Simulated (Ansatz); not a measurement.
The input, for Ansatz 0.2.0:

```yaml
crystal:
  periodic: [false, false, false]
  atoms:
    - {symbol: B, position_ang: [-2.296025, 0.000000, 0.000000]}
    - {symbol: H, position_ang: [-2.892758, 1.033571, 0.000000]}
    - {symbol: H, position_ang: [-2.892758, -1.033571, 0.000000]}
    - {symbol: H, position_ang: [-0.990025, 0.000000, 0.000000]}
    - {symbol: Si, position_ang: [1.126975, 0.000000, 0.000000]}
basis:
  gaussian: {orbitals: cc-pVTZ}
magnetization: {spin_polarized: false, initial_magnetization: 2}
correlation: {active_space: {ras: {orbitals: [4, 2, 94], electrons: 10, max_holes: 2, max_particles: 2}, fixed_orbitals: true}}
```

```sh
$ ansatz run in.yaml --threads 1 --pin off --events-out ev --progress --plain --max-ram 4096MiB --backend cpu
```

Problem. Roughly how long does this take on 1 thread of AMD EPYC 7R13, shared host, and how much host memory?

Solution. 31 s wall and 0.55 GiB.

```
608 factors; integrals over basis functions are off by at most 1.2e-3 eV
mean field evaluation 1: about -8574.7523 eV, gradient 1.5e1 eV
mean field evaluation 2: about -8574.7542 eV, gradient 1.5e1 eV
mean field evaluation 4: about -8577.9253 eV, gradient 5.5e0 eV
mean field evaluation 8: about -8578.2543 eV, gradient 1.1e-1 eV
mean field evaluation 16: about -8577.5790 eV, gradient 2.4e-1 eV
mean field evaluation 32: about -8577.6373 eV, gradient 4.9e-1 eV
mean field evaluation 64: about -8578.1955 eV, gradient 1.0e0 eV
mean field evaluation 96: about -8577.5783 eV, gradient 3.9e-4 eV
mean field -8578.25445109 eV, -315.2450365277 hartree, gradient 6.9e-7 eV, S^2 2.000000; 13 other end points of the search recorded, 0 dependent functions left out
reference -8578.25445109 eV, -315.2450365277 hartree; 12, 10 occupied and 94, 96 virtual orbitals, 608 factors
state -8583.78175303 eV, -315.4481611275 hartree
Total energy: -8583.78175303 eV, -315.4481611275 hartree
```

Natural occupations: 1.9704 1.9664 1.9613 1.9375 0.9882 0.9879 0.0321 0.0168 0.0139 0.0130 0.0121 0.0110 0.0110 0.0081 0.0075 0.0070 0.0062 0.0054 0.0051 0.0051 0.0045 0.0041 0.0038 0.0034.

For the same geometry and basis UCCSDT(Q) lies 665.2 meV lower.
